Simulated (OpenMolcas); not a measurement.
## A ladder of methods for SiHCl2 (SMILES Cl[SiH]Cl)

SiHCl2: 4 atoms, total charge 0, spin state doublet. As SMILES, `Cl[SiH]Cl`. The coordinates come from a PBE0-D4/def2-TZVP relaxation.

```xyz
4

Cl   -1.6466    0.1778    0.8894
Si    0.1876   -0.4142    0.2000
Cl    0.2509   -0.2813   -1.8417
H     1.2082    0.5177    0.7524
```

Each level gives the energy change with the Si2–Cl3 bond stretched from 2.047 to 2.559 Å (eV). The values are calculated.

| level | kind | program | value (eV) | less FCI/STO-3G | CPU time (all runs) |
| --- | --- | --- | --- | --- | --- |
| ROHF/STO-3G | Hartree–Fock | OpenMolcas | 1.49 | +0.33 | 3.7 s |
| USVWN5/STO-3G | LDA | OpenMolcas | 1.12 | -0.04 | 6.5 s |
| UPBE/STO-3G | GGA | OpenMolcas | 0.95 | -0.21 | 8.1 s |
| U-r2SCAN/STO-3G | meta-GGA | OpenMolcas | 1.05 | -0.11 | 11 s |
| UB3LYP/STO-3G | global hybrid | OpenMolcas | 1.01 | -0.15 | 9.6 s |
| CASSCF(3,3)/STO-3G | multireference | OpenMolcas | 1.18 | +0.02 | 4.9 s |
| FCI/STO-3G | exact in the basis | OpenMolcas | 1.16 | 0.00 | 2.4 min |

FCI/STO-3G is exact within its basis and frozen core, so for wave-function methods in that basis the difference is their error; functionals converge differently with the basis, so for them it is only a difference. The first shape isn't each level's own minimum. The values span 0.95 to 1.49 eV. All rows use very small basis sets, so even the best lies far from the true value. Times are those of the runs behind each value, whatever else they computed, on shared processors of several kinds: orders of magnitude only.
